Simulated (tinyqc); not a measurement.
Inside a calculation. Method: extended Hueckel theory, for N2. One step of it, computed by the program tinyqc.

Task: Wolfsberg-Helmholz matrix. H_ij = K' S_ij (H_ii + H_jj)/2 for i != j (the diagonal keeps H_ii), with K' = K + D^2 + D^4 (1 - K), D = (H_ii - H_jj)/(H_ii + H_jj), K = 1.5.

overlap S, order 1N 2s, 1N 2px, 1N 2py, 1N 2pz, 2N 2s, 2N 2px, 2N 2py, 2N 2pz:
```
[[1.000000, 0.000000, 0.000000, 0.000000, 0.416482, 0.000000, 0.000000, -0.419830],
 [0.000000, 1.000000, 0.000000, 0.000000, 0.000000, 0.252630, 0.000000, 0.000000],
 [0.000000, 0.000000, 1.000000, 0.000000, 0.000000, 0.000000, 0.252630, 0.000000],
 [0.000000, 0.000000, 0.000000, 1.000000, 0.419830, 0.000000, 0.000000, -0.329480],
 [0.416482, 0.000000, 0.000000, 0.419830, 1.000000, 0.000000, 0.000000, 0.000000],
 [0.000000, 0.252630, 0.000000, 0.000000, 0.000000, 1.000000, 0.000000, 0.000000],
 [0.000000, 0.000000, 0.252630, 0.000000, 0.000000, 0.000000, 1.000000, 0.000000],
 [-0.419830, 0.000000, 0.000000, -0.329480, 0.000000, 0.000000, 0.000000, 1.000000]]
```

diagonal H_ii (eV): [-26.000000, -13.400000, -13.400000, -13.400000, -26.000000, -13.400000, -13.400000, -13.400000]

K = 1.500000

Give: H.

Result:

H (eV), order 1N 2s, 1N 2px, 1N 2py, 1N 2pz, 2N 2s, 2N 2px, 2N 2py, 2N 2pz:
```
[[-26.0000, 0.0000, 0.0000, 0.0000, -16.2428, 0.0000, 0.0000, 13.2086],
 [0.0000, -13.4000, 0.0000, 0.0000, 0.0000, -5.0779, 0.0000, 0.0000],
 [0.0000, 0.0000, -13.4000, 0.0000, 0.0000, 0.0000, -5.0779, 0.0000],
 [0.0000, 0.0000, 0.0000, -13.4000, -13.2086, 0.0000, 0.0000, 6.6225],
 [-16.2428, 0.0000, 0.0000, -13.2086, -26.0000, 0.0000, 0.0000, 0.0000],
 [0.0000, -5.0779, 0.0000, 0.0000, 0.0000, -13.4000, 0.0000, 0.0000],
 [0.0000, 0.0000, -5.0779, 0.0000, 0.0000, 0.0000, -13.4000, 0.0000],
 [13.2086, 0.0000, 0.0000, 6.6225, 0.0000, 0.0000, 0.0000, -13.4000]]
```
